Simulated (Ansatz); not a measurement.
# BH4OSi: the cost of one run

All numbers below are computed with Ansatz 0.2.0 (UKS PBE0/def2-SVP).

1 further run of the same task is left out (it didn't finish).

### Step 1. Starting point

Bond lengths: B1–Si2 1.913 Å, Si2–O3 1.645 Å, B1–H4 1.158 Å, Si2–H5 1.482 Å, Si2–H6 1.485 Å, O3–H7 0.953 Å. Angles: B1–Si2–O3 106.6°, B1–Si2–H5 111.7°, B1–Si2–H6 120.8°, O3–Si2–H5 108.9°, O3–Si2–H6 105.4°, H5–Si2–H6 102.9°, Si2–B1–H4 141.8°, Si2–O3–H7 120.9°.

As a file:

```xyz
7

B    -1.4482   -0.4261   -0.7893
Si    0.1403    0.2765    0.0132
O     1.0107   -1.0149    0.5432
H    -2.5673   -0.1810   -0.9600
H     0.9552    1.0381   -0.9628
H     0.0622    1.2020    1.1725
H     1.8470   -0.8945    0.9832
```

### Step 2. Relaxing end A

File input.yaml:

```yaml
crystal:
  periodic: [false, false, false]
  atoms:
    - { symbol: B, position_ang: [-1.44818, -0.4261, -0.78934] }
    - { symbol: Si, position_ang: [0.14033, 0.27648, 0.01317] }
    - { symbol: O, position_ang: [1.01073, -1.01491, 0.54324] }
    - { symbol: H, position_ang: [-2.56725, -0.18099, -0.95998] }
    - { symbol: H, position_ang: [0.95524, 1.03811, -0.96281] }
    - { symbol: H, position_ang: [0.06216, 1.20195, 1.17249] }
    - { symbol: H, position_ang: [1.84696, -0.89454, 0.98322] }
magnetization:
  spin_polarized: true
  initial_magnetization: 1
basis:
  gaussian: { orbitals: def2-SVP }
hamiltonian:
  xc: pbe0
relax:
  f_tol: 0.015
  max_steps: 40
```

The run is started by

```bash
$ ansatz run input.yaml --threads 1 --pin off --max-ram 2048MiB --backend cpu --events-out ev --progress --plain --runs-dir out
```

**Question.** How long does this run take on 1 thread of Arm Neoverse N1, shared host, and how much memory does it need?

About 65 s, with a peak of 0.15 GiB.
